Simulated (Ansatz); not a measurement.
**HAlGa, doublet in 6-31G: errors against full CI**

Geometry: a point of a stretch scan, not a stationary point.

```xyz
3

Al    0.0000    0.0000    0.7044
Ga    0.0000    0.0000   -3.0306
H     0.0000    0.0000    2.3262
```

Basis 6-31G (Cartesian d functions); Ansatz 0.2.0. Correlated methods freeze the noble-gas cores and the filled d shells of p-block atoms, which leaves 7 electrons in 25 orbitals. Prefix R: restricted or restricted open-shell reference; prefix U: unrestricted. Active spaces: pair = (3e, 3o) about the gap; valence = (7e, 9o) chosen from the atoms' valence shells. No spin–orbit coupling is included, and no scalar relativity.

Full CI is exact within this basis and frozen core; it isn't the basis-set limit. The frozen core follows each run's orbitals, which can shift R against U totals by a few meV for light atoms and by up to 0.1 eV past Ca.

For open shells CISD is restricted-active-space CI with the open shells as a complete middle space.

```
UHF ⟨S²⟩                          : 0.752
T1 diagnostic (RCCSD)             : 0.0377
largest doubles amplitude (RCCSD) : 0.088
```

```json
{"level": "RHF", "E − E(full CI) (mEh)": "79.32", "share of correlation (%)": "0.00", "wall time": "–"}
{"level": "RMP2", "E − E(full CI) (mEh)": "29.72", "share of correlation (%)": "62.54", "wall time": "–"}
{"level": "CISD", "E − E(full CI) (mEh)": "6.53", "share of correlation (%)": "91.76", "wall time": "2.1 s"}
{"level": "RCCSD", "E − E(full CI) (mEh)": "1.71", "share of correlation (%)": "97.84", "wall time": "–"}
{"level": "RCCSD(T)", "E − E(full CI) (mEh)": "0.73", "share of correlation (%)": "99.08", "wall time": "4.9 s"}
{"level": "BCCD(T)", "E − E(full CI) (mEh)": "0.80", "share of correlation (%)": "99.00", "wall time": "4.3 s"}
{"level": "RCCSDT", "E − E(full CI) (mEh)": "0.11", "share of correlation (%)": "99.86", "wall time": "–"}
{"level": "RCCSDT(Q)", "E − E(full CI) (mEh)": "0.03", "share of correlation (%)": "99.96", "wall time": "8 s"}
{"level": "CASSCF (pair space)", "E − E(full CI) (mEh)": "64.50", "share of correlation (%)": "18.69", "wall time": "–"}
{"level": "NEVPT2 (pair space)", "E − E(full CI) (mEh)": "26.65", "share of correlation (%)": "66.40", "wall time": "5.5 s"}
{"level": "MRCISD (pair space)", "E − E(full CI) (mEh)": "4.48", "share of correlation (%)": "94.36", "wall time": "–"}
{"level": "MRCISD+Q (pair space)", "E − E(full CI) (mEh)": "-1.62", "share of correlation (%)": "102.05", "wall time": "6 s"}
{"level": "CASSCF (valence space)", "E − E(full CI) (mEh)": "19.33", "share of correlation (%)": "75.63", "wall time": "–"}
{"level": "NEVPT2 (valence space)", "E − E(full CI) (mEh)": "6.93", "share of correlation (%)": "91.27", "wall time": "4.8 s"}
{"level": "MRCISD (valence space)", "E − E(full CI) (mEh)": "1.05", "share of correlation (%)": "98.68", "wall time": "–"}
{"level": "MRCISD+Q (valence space)", "E − E(full CI) (mEh)": "0.68", "share of correlation (%)": "99.14", "wall time": "7 s"}
```

The correlation energy at full CI, counted from RHF, is -2.158 eV. That run took 2 min on 1 thread of Arm Neoverse V2, shared host over 7,273,250 determinants.

Run but not shown, since their state or frozen core can't be matched to the reference's or they repeat it: UHF, UMP2, UCCSD, UCCSD(T), UCCSDT, UCCSDT(Q).

Times hold each run's SCF and search for its determinant on a shared host, so for small cases they say little of a method's own cost; they ran on 1 thread of Arm Neoverse V2.

More than 5 meV below full CI, which no variational method can be: MRCISD+Q (pair space).

The full-CI state has the irrep B1 of C2v, in the program's axes (one component, if the state is degenerate).

Natural occupations of full CI about the gap: 1.964 1.925 1.880 0.974 0.063 0.061 0.041 0.036 0.028 0.008; effectively unpaired electrons, Σ n²(2−n)², 1.12.
